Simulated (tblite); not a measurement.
Compound: sulfuryl chloride fluoride, ClFO2S.
SMILES: `O=S(=O)(F)Cl`

All values are computed: GFN2-xTB (tblite) harmonic vibrations without scaling, gas phase. Against measured fundamentals such values can be off by several per cent, at times by over 20.

Harmonic wavenumbers (cm⁻¹): 223.6, 255.1, 338.6, 379.1, 414.6, 532.8, 669.5, 1149.9, 1358.3.

A = 4899, B = 2844, C = 2766 MHz; mass 117.929 u (most abundant isotopes); point group Cs, symmetry number 1.

Question: Zero-point energy?

Answer: ½Σν̃ = 2661 cm⁻¹ = 31.83 kJ/mol.

Question: Entropy at 350 K, 1 bar (ideal gas, RRHO, classical rotation)?

Answer: Translation 171.68, rotation 112.98, vibration 40.06: S = 324.7 J/(mol K).

Question: And Cp and H(350 K) − H(0)?

Answer: Cp = 81.98 J/(mol K), of which vibrations give 48.72 (their classical limit is 9 R = 74.8); H(350 K) − H(0) = 20.25 kJ/mol without the zero-point energy, 8.61 from vibrations.

Question: Which modes carry the vibrational entropy at 350 K?

Answer: 223.6 cm⁻¹: 9.30; 255.1 cm⁻¹: 8.29; 338.6 cm⁻¹: 6.21; 379.1 cm⁻¹: 5.42; 414.6 cm⁻¹: 4.82; 532.8 cm⁻¹: 3.28 J/(mol K); the other 3 give 2.74 together.

Question: How do the functions run with temperature in this model?

Answer: 
| T (K) | S (J/(mol K)) | Cp (J/(mol K)) | H − H(0) (kJ/mol) | G − H(0) (kJ/mol) | ln q(vib) |
| --- | --- | --- | --- | --- | --- |
| 50 | 220.1 | 34.2 | 1.67 | -9.34 | 0.00 |
| 100 | 246.3 | 43.6 | 3.58 | -21.04 | 0.08 |
| 298.15 | 311.9 | 77.4 | 16.11 | -76.89 | 1.42 |
| 373.15 | 330.0 | 83.7 | 22.16 | -100.98 | 2.06 |
| 500 | 355.6 | 91.1 | 33.29 | -144.53 | 3.10 |
| 750 | 394.3 | 98.8 | 57.17 | -238.53 | 4.97 |
| 1000 | 423.2 | 102.4 | 82.38 | -340.87 | 6.56 |

q(vib) and H(0) count from the zero-point level.

Question: What must be added to the electronic energy to get the Gibbs energy at 350 K and 1 bar?

Answer: ZPE + [H(350 K) − H(0)] − T·S = 31.83 + 20.25 − 113.65 = -61.57 kJ/mol.

Hindered rotation and anharmonicity are outside this model.
